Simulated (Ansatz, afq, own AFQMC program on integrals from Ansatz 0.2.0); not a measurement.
AFQMC on a folder of integrals that Ansatz 0.2.0 wrote.

```yaml
crystal:
  periodic: [false, false, false]
  atoms:
    - {symbol: C, position_ang: [0.000000, 0.000000, 0.000000]}
    - {symbol: H, position_ang: [0.000000, 0.000000, -1.093537]}
    - {symbol: H, position_ang: [0.000000, 0.000000, 1.093537]}
basis:
  gaussian: {orbitals: cc-pVDZ}
total_charge: 1
magnetization: {spin_polarized: true, initial_magnetization: 1}
correlation: {method: ccsd_t, electrons: outside_noble_gas, hamiltonian_folder: ham}
```

```sh
$ ansatz run in.yaml --threads 1 --pin off --events-out ev --progress --plain --max-ram 24576MiB --backend cuda --devices 0, --max-vram 18GiB
```

Options of the walk:

```
--method free --trial cisd --walkers 4000 --time-step 0.03 --max-blocks 4000 --target-error 0.00028 --factor-cut 1e-05 --seed 3961 --times 0,0.3,0.6,1.2,1.8,2.4,3.6,4.8,6 --taylor-order 8
```

Times are imaginary, in 1/Eh. The walk had a cap of 61 s.

```
orbitals 23  electrons 3 2  factors 161 of 221
reference energy -38.56501035 Eh
CCSD correlation -0.09712996 Eh in 10 cycles, weight of the determinant in the CISD state 0.9556
repeat  energy at the last time / Eh  error
    10  -38.663832  0.000046
    20  -38.663825  0.000029
    30  -38.663842  0.000023
time / (1/Eh)  energy / Eh  error  mean overlap
  0.00  -38.662142  0.000003  1.0464
  0.30  -38.663209  0.000007  1.0454
  0.60  -38.663554  0.000008  1.0464
  1.20  -38.663754  0.000009  1.0456
  1.80  -38.663801  0.000009  1.0460
  2.40  -38.663808  0.000011  1.0478
  3.60  -38.663824  0.000015  1.0534
  4.80  -38.663825  0.000020  1.0567
  6.00  -38.663837  0.000023  1.0571
energy -38.663837 +/- 0.000023 Eh
```

(1) Estimate how long the walk took on 1 × NVIDIA H100 80GB HBM3 with 2 threads of AMD EPYC 7R13 Processor (Zen 3), on a shared host (the card was shared).

The run passed its tests (error under three times the target), which doesn't prove that it has relaxed.

Against this walk (error 0.6 meV) on the same determinant: CCSD(T) 11.0 meV higher, CCSDT(Q) 0.4 meV higher (within the noise), CCSDTQ 0.2 meV higher (within the noise), full CI 0.1 meV higher (within the noise). The error is statistical, and a free projection of finite length keeps a remainder of its start.

Cautions: remainder of the start not in the error.

Answers

(1) 25 s of wall time.

CCSDT and higher add their correlation energy to the determinant of the CCSD(T) run, since their own runs factorise the integrals more tightly (a shift of under 2 meV). A walk keeps the symmetry of its determinant, which the program's search chose and which needn't be the lowest solution, so a lower state of the same spin and another symmetry isn't excluded.
